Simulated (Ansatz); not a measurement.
System: rock-salt ZrC. Method: r²SCAN0 (Ansatz, a program for electronic structure, PAW).

Numerical settings: plane-wave cutoff 520 eV, 10×10×10 k mesh, Fermi–Dirac smearing 0.05 eV, scalar-relativistic PAW data made under PBE.

Cell (relaxed at this level):

```xyz
2
Lattice="0.0000 2.3490 2.3490 2.3490 0.0000 2.3490 2.3490 2.3490 0.0000" Properties=species:S:1:pos:R:3 pbc="T T T"
Zr     0.0000     0.0000     0.0000
C      2.3490     2.3490     2.3490
```

Give the computed bulk modulus and pressure derivative B′ of the bulk modulus.


- bulk modulus: 242 GPa
- pressure derivative B′ of the bulk modulus: 4.0

Measured, for comparison: bulk modulus 223 GPa (temperature not stated, not corrected to a static lattice, from single-crystal elastic constants, our sources range from 208 to 223; as tabulated in arXiv:1102.4063). Computed (rounded) less measured: bulk modulus +9 % (+9 % to +16 % over the range). A static lattice is as a rule a little smaller and stiffer than an uncorrected measurement, which narrows the difference in the bulk modulus and would widen misses of the other sign.

The computed numbers hold no vibrational or temperature effects.
